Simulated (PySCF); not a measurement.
A small calculation by hand: oscillator strength and radiative lifetime

CH₃NO, SMILES NC=O.

Geometry: PBE0-D3(BJ)/def2-TZVP. The values are those of a single conformer.

PySCF with TDA-PBE0/def2-SVPD puts the first singlet state with f over 0.02 at 7.84 eV (vertical), with the transition dipole (0.627, 0.324, 0.000) in atomic units.

Q: Find the oscillator strength, the wavelength and the radiative lifetime that this transition would have in vacuum if emission retraced absorption.

A: 
|μ|² = 0.4981 au, so |μ| = 1.79 D. ΔE = 7.84/27.211 = 0.2881 hartree. f = (2/3) ΔE |μ|² = 0.096 (the program prints 0.096).
λ = 1239.84/7.84 = 158 nm; ν = 63234 cm⁻¹.
Einstein's coefficient A = 0.6670 ν² f s⁻¹ (ν in cm⁻¹) = 2.6e8 s⁻¹, so τ = 1/A = 3.9 ns. This state is S4; the lower singlets have f = 0.001, 0.005, 0.012. The figure is the radiative limit of this one transition; relaxation, internal conversion, crossing to triplets and a medium change what is measured.
